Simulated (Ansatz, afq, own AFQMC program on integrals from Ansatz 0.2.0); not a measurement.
AFQMC on a folder of integrals that Ansatz 0.2.0 wrote.

```yaml
crystal:
  periodic: [false, false, false]
  atoms:
    - {symbol: Ta, position_ang: [0.000000, 0.000000, 0.000000]}
    - {symbol: Cl, position_ang: [0.000000, 0.000000, 2.875200]}
basis:
  gaussian: {orbitals: def2-TZVP}
magnetization: {spin_polarized: true, initial_magnetization: 6}
correlation: {method: ccsd_t, electrons: outside_noble_gas, hamiltonian_folder: ham}
```

```sh
$ ansatz run in.yaml --threads 1 --pin off --events-out ev --progress --plain --max-ram 16896MiB --backend cuda --devices 0, --max-vram 18GiB
```

afq runs on the folder ham with

```
--method phaseless --trial cisd --walkers 3300 --populations 20 --least-time 60 --time-step 0.005 --steps-per-block 50 --equilibration-blocks 40 --max-blocks 4000 --target-error 0.00021 --factor-cut 1e-05 --start spin_pure --seed 8173 --release-times 0.24,0.6,1.2,2,3,4.2 --release-step 0.04 --release-every 3 --taylor-order 6
```

Times are imaginary, in 1/Eh. The walk had a cap of 343 s. With eight or more populations the least sampling time is a fifth of least-time, and the error comes from their spread. Core potentials past Kr, no spin–orbit coupling.

Log:

```
orbitals 68  electrons 9 3  factors 493 of 583
reference energy -515.75348377 Eh
CCSD correlation -0.23589055 Eh in 18 cycles, weight of the determinant in the CISD state 0.8907
energy of the start -515.989094 Eh
 block  time / (1/Eh)  mean weight  energy / Eh
     1     0.250  0.9995  -515.986761
     2     0.500  0.9999  -515.989216
     3     0.750  1.0001  -515.991638
     4     1.000  1.0002  -515.993851
     5     1.250  0.9998  -515.995064
    10     2.500  0.9998  -515.997147
    15     3.750  1.0002  -515.998240
    19     4.750  0.9999  -515.997722
    27     6.750  0.9998  -515.995071
    29     7.250  0.9999  -515.997075
    39     9.750  0.9994  -515.996670
    49    12.250  0.9997  -515.996977
    59    14.750  1.0005  -515.997124
    69    17.250  0.9998  -515.996784
    79    19.750  0.9998  -515.996863
    89    22.250  1.0002  -515.996642
error from the spread of 20 populations
released: time / (1/Eh)  energy / Eh  error  mean overlap
  0.24  -515.997659  0.000294  0.9953
  0.60  -515.997334  0.000127  0.9965
  1.20  -515.997785  0.000263  0.9867
  2.00  -515.997793  0.000228  0.9777
  3.00  -515.997814  0.000255  0.9749
  4.20  -515.998202  0.000391  0.9533
energy -515.996860 +/- 0.000104 Eh
(rows thinned)
```

The run passed its tests (sampling time, drift between the halves within three errors, error under three times the target), which doesn't prove that it has relaxed.

Against this walk (error 2.8 meV) on the same determinant: CCSD(T) 2.6 meV higher (within the noise), CCSDT(Q) 37.6 meV lower. The error is statistical and leaves out the bias of the constraint. Released to 3.00 1/Eh the energy lies 26 ± 8 meV (both errors) below the phaseless value, which shows part or all of the bias of the constraint, and CCSDT(Q) lies 11.7 meV below the released value. CCSDT(Q) is the surest value here, so the walk's 38 meV above it is most likely the bias of the constraint with this trial, which can have either sign.

Cautions: constraint bias not in the error; no spin-orbit coupling; outer-core shells of the metal frozen; lower spins were not checked; higher spins were not checked.

The walk took 2.2 min on 1 × NVIDIA H100 80GB HBM3 with 2 threads of AMD EPYC 7R13 Processor (Zen 3), on a shared host (the card was shared). The log's last line is the phaseless energy.

CCSDT and higher add their correlation energy to the determinant of the CCSD(T) run, since their own runs factorise the integrals more tightly (a shift of under 2 meV). A walk keeps the symmetry of its determinant, which the program's search chose and which needn't be the lowest solution, so a lower state of the same spin and another symmetry isn't excluded.
